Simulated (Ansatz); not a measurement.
# Worked example: correlation energy of H2Si–GeH⁺, triplet

Geometry: that of the H2Si–GeH, doublet, kept fixed.

```xyz
5

Si    0.0000    0.0181    1.6516
Ge    0.0000   -0.0284   -0.7002
H     0.0000    1.1857    2.5806
H     0.0000   -1.2094    2.4992
H     0.0000    1.5656   -0.6371
```

Basis cc-pVTZ; Ansatz 0.2.0. Only valence electrons are correlated (noble-gas cores and the filled d shells of p-block atoms frozen), which leaves 10 electrons in 100 orbitals. R marks a restricted (for open shells ROHF) determinant, U an unrestricted one. No spin–orbit coupling is included, and no scalar relativity.

Full CI isn't at hand for all of this; UCCSDT(Q) serves as the reference, and is uncertain by about the last step of the cluster series.

Runs differ by some tens of microhartree through their thresholds and, for an open shell, their frozen cores, so steps under 0.03 kcal/mol mean nothing.

```tsv
level	total energy (hartree)
UHF	-2365.744245
UMP2	-2365.918967
UCCSD	-2365.956221
UCCSD(T)	-2365.964512
UCCSDT	-2365.966250
UCCSDT(Q)	-2365.966703
```

What is the correlation energy at UCCSDT(Q), and what share of it do UMP2 and UCCSD recover?

E(corr) = -2365.966703 − (-2365.744245) = -0.222458 hartree = -6.053 eV. UMP2: -0.174722 / -0.222458 = 78.54 %. UCCSD: -0.211976 / -0.222458 = 95.29 %.

By how many kcal/mol does UCCSD(T) miss UCCSDT(Q) (1 hartree = 627.509 kcal/mol), and which steps make up the rest?

-2365.964512 − (-2365.966703) = 0.002191 hartree = 1.37 kcal/mol. Steps: UCCSDT − UCCSD(T) = -1.09, UCCSDT(Q) − UCCSDT = -0.28 kcal/mol. Differences between like states or geometries often cancel part of this.
